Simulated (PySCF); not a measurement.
Species: C₄H₁₂NO (charge +1).
Bonds: C1–C2, C2–O3, O3–C4, C4–N5, N5–C6. Hydrogens: H7, H8, H9 on C1; H10, H11 on C2; H12, H13 on C4; H14, H15 on N5; H16, H17, H18 on C6.

The same species was optimised twice, with GFN2-xTB and with PBE0-D3(BJ)/def2-SVP (PySCF), and the same property calculations (PySCF, gas phase) were run on both structures.

| coordinate | GFN2-xTB | PBE0-D3(BJ)/def2-SVP | change |
| --- | --- | --- | --- |
| O3–C4 (Å) | 1.382 | 1.359 | -0.023 |
| C1–C2 (Å) | 1.516 | 1.504 | -0.012 |
| N5–C6 (Å) | 1.474 | 1.483 | +0.009 |
| C4–N5 (Å) | 1.491 | 1.495 | +0.004 |
| C2–O3 (Å) | 1.436 | 1.433 | -0.003 |
| C4–N5–C6 (°) | 114.9 | 116.0 | +1.1 |
| O3–C4–N5 (°) | 104.9 | 104.0 | -0.9 |
| C1–C2–O3 (°) | 107.9 | 108.5 | +0.6 |
| C2–O3–C4 (°) | 114.8 | 115.3 | +0.5 |
| C1–C2–O3–C4 (°) | 180 | 179 | -1 |
| C2–O3–C4–N5 (°) | 180 | 179 | -1 |
| O3–C4–N5–C6 (°) | 180 | 179 | -1 |

Rotational constants: A = 15544, B = 1291, C = 1237 MHz (GFN2-xTB) against A = 15461, B = 1299, C = 1245 MHz (PBE0-D3(BJ)/def2-SVP). Atoms that the bonding makes alike are paired by their places after alignment.

On the GFN2-xTB structure: lowest singlet, TDDFT (eV) 7.18 [CAM-B3LYP/def2-SVPD]; lowest triplet, Tamm–Dancoff (eV) 7.10 [CAM-B3LYP/def2-SVPD]; isotropic polarisability (au) 60.1 [CAM-B3LYP/def2-SVPD]; HOMO (eV) -13.79 [CAM-B3LYP/def2-SVPD]; LUMO (eV) -3.65 [CAM-B3LYP/def2-SVPD]; HOMO (eV) -12.26 [PBE0/pcSseg-1]; LUMO (eV) -4.21 [PBE0/pcSseg-1]; GIAO shielding of C1 (ppm) 170.1 [PBE0/pcSseg-1]; GIAO shielding of C2 (ppm) 114.1 [PBE0/pcSseg-1]; GIAO shielding of O3 (ppm) 269.0 [PBE0/pcSseg-1]; GIAO shielding of C4 (ppm) 100.1 [PBE0/pcSseg-1]; GIAO shielding of N5 (ppm) 191.4 [PBE0/pcSseg-1]; GIAO shielding of C6 (ppm) 155.0 [PBE0/pcSseg-1].

Question: What do these properties become on the PBE0-D3(BJ)/def2-SVP structure?

Answer: 
```csv
property,level,on GFN2-xTB,on PBE0-D3(BJ)/def2-SVP,change
"lowest singlet, TDDFT (eV)",CAM-B3LYP/def2-SVPD,7.18,7.24,+0.06
"lowest triplet, Tamm–Dancoff (eV)",CAM-B3LYP/def2-SVPD,7.10,7.15,+0.05
isotropic polarisability (au),CAM-B3LYP/def2-SVPD,60.1,60.6,+0.5
HOMO (eV),CAM-B3LYP/def2-SVPD,-13.79,-13.81,-0.02
LUMO (eV),CAM-B3LYP/def2-SVPD,-3.65,-3.63,+0.02
"energy, GFN2-xTB geometry as zero (kcal/mol)",CAM-B3LYP/def2-SVPD,0.0,-0.6,-0.6
HOMO (eV),PBE0/pcSseg-1,-12.26,-12.30,-0.04
LUMO (eV),PBE0/pcSseg-1,-4.21,-4.19,+0.02
"energy, GFN2-xTB geometry as zero (kcal/mol)",PBE0/pcSseg-1,0.0,-0.6,-0.6
GIAO shielding of C1 (ppm),PBE0/pcSseg-1,170.1,168.6,-1.5
GIAO shielding of C2 (ppm),PBE0/pcSseg-1,114.1,113.8,-0.3
GIAO shielding of O3 (ppm),PBE0/pcSseg-1,269.0,272.5,+3.5
GIAO shielding of C4 (ppm),PBE0/pcSseg-1,100.1,101.1,+1.0
GIAO shielding of N5 (ppm),PBE0/pcSseg-1,191.4,188.6,-2.8
GIAO shielding of C6 (ppm),PBE0/pcSseg-1,155.0,152.7,-2.3
```

The heavy atoms differ by 0.020 Å rms after alignment. Among bonds between heavy atoms O3–C4 changes most (-0.023 Å). Changes are differences of the printed values. Neither structure is proved a minimum here. The structure is a single PBE0-D3(BJ)/def2-SVP conformer in the gas phase; no vibrational or solvent corrections.

Conformer computed: `[CH3:1][CH2:2][O:3][CH2:4][NH2+:5][CH3:6]`: C1–C2–O3–C4 179°, C2–O3–C4–N5 179°, O3–C4–N5–C6 179°.
